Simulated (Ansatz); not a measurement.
`COC(O)(Cl)Cl`. Total charge 0; spin multiplicity 1. Geometry: relaxed with PBE0-D4/def2-TZVP. It is one conformer, not always the lowest.

```xyz
10

C    -1.323    0.130    0.422
O    -0.079   -0.522    0.658
C     0.866   -0.362   -0.302
O     1.202    0.936   -0.558
Cl    2.283   -1.285    0.286
Cl    0.349   -1.039   -1.880
H    -1.179    1.192    0.216
H    -1.896    0.001    1.337
H    -1.845   -0.339   -0.415
H     1.621    1.289    0.237
```

(1) What is the dipole moment at PBE/def2-TZVPP? (Estimate.)

(2) And with r2SCAN, B3LYP, ωB97M-V? (An estimate is asked.)

(3) Give the Mulliken charges with PBE, ωB97M-V, r2SCAN in def2-TZVPP. (Estimate.)

## Answers

(1) The calculation gave: 2.62 D, with components (-1.25, 1.82, 1.41) D in this frame, pointing from negative to positive charge.

(2) Computed: r2SCAN 2.74 D, B3LYP 2.62 D, ωB97M-V 2.60 D.

(3) Computed: 
| atom | PBE | ωB97M-V | r2SCAN |
| --- | --- | --- | --- |
| C1 | -0.16 | -0.20 | -0.04 |
| O2 | -0.19 | -0.24 | -0.25 |
| C3 | 0.26 | 0.25 | 0.37 |
| O4 | -0.23 | -0.25 | -0.28 |
| Cl5 | -0.10 | -0.07 | -0.12 |
| Cl6 | -0.12 | -0.08 | -0.13 |
| H7 | 0.11 | 0.13 | 0.08 |
| H8 | 0.12 | 0.14 | 0.08 |
| H9 | 0.10 | 0.13 | 0.08 |
| H10 | 0.20 | 0.19 | 0.21 |

B3LYP here is the variant with VWN-RPA as its local correlation; programs differ in this.
